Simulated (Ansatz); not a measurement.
Born–Oppenheimer molecular dynamics of C₂H₃ClF (7 atoms, charge 1, multiplicity 1). It starts from a relaxed structure.

Computed with RKS PBE-D4/cc-pVDZ (Ansatz).

| Quantity | Value |
| --- | --- |
| ensemble | NVT, Langevin thermostat |
| time step | 1 fs |
| steps asked | 150 |
| set temperature | 300 K |
| friction | 1 /fs |
| seed | 277284 |

First frame:

```xyz
7
Properties=species:S:1:pos:R:3
F 1.041 1.400 0.168
C -0.078 0.654 0.045
C 0.208 -0.778 -0.047
Cl -0.953 -1.928 -0.205
H -0.687 0.959 -0.856
H -0.792 0.825 0.902
H 1.261 -1.132 -0.008
```

Question: How far do the bonds stretch over the last three quarters of this one trajectory? (Pairs bonded in most of those frames.)

Answer: 
```csv
bond,mean (Å),spread (Å),shortest,longest
F1–C2,1.359,0.021,1.32,1.41
C2–C3,1.464,0.022,1.44,1.53
C2–H5,1.124,0.026,1.07,1.17
C2–H6,1.130,0.033,1.07,1.21
C3–Cl4,1.668,0.013,1.64,1.70
C3–H7,1.115,0.034,1.03,1.18
```

Mean temperature of the second half: 315 K. A run of 0.15 ps of so small a system gives no equilibrium averages. The friction is so strong that the motion is overdamped, so the time scale means little. Limits of this set-up: the dipole of an ion depends on the origin.

Time of the run: 7.1 min on 1 CPU thread of a shared host.
